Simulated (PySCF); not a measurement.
Property card for methylamine, `CN`

Compound: methylamine, CH5N.
Bonds: C1–N2. Hydrogens: H3, H4, H5 on C1; H6, H7 on N2.

Structural features include: amine.

GFN2-xTB geometry:

* Point group of the GFN2-xTB geometry: Cs
* Rotational constants A, B, C of the GFN2-xTB geometry: 103.088, 23.157, 22.194 GHz

From wB97X-D/def2-SVPD ground state and vertical TDDFT (core frozen in the response) (PySCF):

* Dipole moment: 1.34 D
* HOMO energy: -8.78 eV
* LUMO energy: 2.54 eV
* HOMO–LUMO gap: 11.32 eV
* Lowest singlet excitation: 6.47 eV (192 nm, f = 0.010)
* Strongest line among the 8 lowest singlet transitions: S4 at 9.03 eV (137 nm, f = 0.088)
* Lowest triplet excitation (Tamm–Dancoff): 6.27 eV
* Static isotropic polarisability: 24.6 au
* Electronic spatial extent ⟨r²⟩ about the centre of nuclear charge: 95 bohr²

PBE0/pcSseg-1 ground state and GIAO shieldings, non-relativistic (PySCF):

- Lowest Hirshfeld atomic charge: -0.25 e on N2
- Highest Hirshfeld atomic charge: +0.11 e on H6/H7
- 13C chemical shifts (computed TMS as zero) by class: 33.3 (C1) ppm
- 1H chemical shifts (computed TMS as zero) by class: 2.72 (H3/H4/H5), 0.14 (H6/H7) ppm
- Isotropic shieldings of nuclei other than C and H, by class: 247 (N2) ppm
- Mayer bond orders between heavy atoms: C1–N2 1.02

**B3LYP/pcJ-1 indirect spin-spin coupling, non-relativistic, gas phase (PySCF)**

* Largest of the computed one-bond spin–spin couplings (means over like bonds): 13C–1H +137.4 (C1–H3 and 2 like it), 15N–1H -65.7 (N2–H6 and 1 like it), 15N–13C -4.3 (N2–C1) Hz

From delta-SCF UKS SCAN, pcX-2 on the ionised atom, pcseg-1 elsewhere, spin-free X2C (PySCF):

- Core binding energies: C1s 291.5 (C1), N1s 405.1 (N2) eV

Monoisotopic mass (most abundant isotopes): 31.0422 u.

The largest Löwdin shares of the HOMO are 0.65 on N2, 0.14 on C1 and 0.07 on H4. No computed singlet falls in the visible range (750 to 380 nm, 1.65 to 3.26 eV); S1 lies 3.21 eV above its blue end. The dipole equals about 4.5 × 10⁻³⁰ C·m (1 D = 3.33564 × 10⁻³⁰ C·m). S1 lies 4.85 eV below the HOMO–LUMO gap; its leading configuration is HOMO→LUMO, weight 0.88. With B = h/(8π²I), that is 505.379 GHz u Å² over I, the principal moments of inertia are 4.90, 21.8 and 22.8 u Å² (most abundant isotopes). The principal polarisabilities are 23.5, 23.5 and 26.9 au; their mean is the isotropic value. The rotational constants make it an asymmetric top with κ = (2B − A − C)/(A − C) = -0.98, nearer the prolate limit (−1).

Geometry: GFN2-xTB; no solvent or vibrations. NMR classes are plain means over equivalent atoms (diastereotopic ones count apart unless rotation or inversion swaps them), as if these changed places fast; in this geometry the members of some classes differ.
